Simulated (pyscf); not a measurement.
Single points on ωB97X-D3(BJ)/def2-SVP structures (PySCF, gas phase). Correlated levels are frozen-core, on RHF or UHF. ΔMP2 is the change of the MP2 total energy from the triple- to the quadruple-zeta basis.

Problem. What are the homolytic bond dissociation enthalpies (298 K) of H₂C=C(F)–F at CCSD(T)/def2-TZVPP + ΔMP2(QZVPP), weakest first?

Solution. C–H to •HC=C(F)–F + H•: 117.9 kcal/mol; C–F to H₂C=C•–F + F•: 128.5 kcal/mol. Ring and multiple bonds, and those that leave no two simple radicals, are not listed. The radicals are drawn with the spin at the cut bond; how far it spreads was not checked. Other isomers of •HC=C(F)–F, H₂C=C•–F were not searched in full and may lie lower. The CCSD(T) − MP2 part came from Ansatz, without density fitting, on the same reference. A UHF reference is spin-contaminated (<S²> up to 0.95), which harms MP2 most. Left out: the spin-orbit lowering of F.
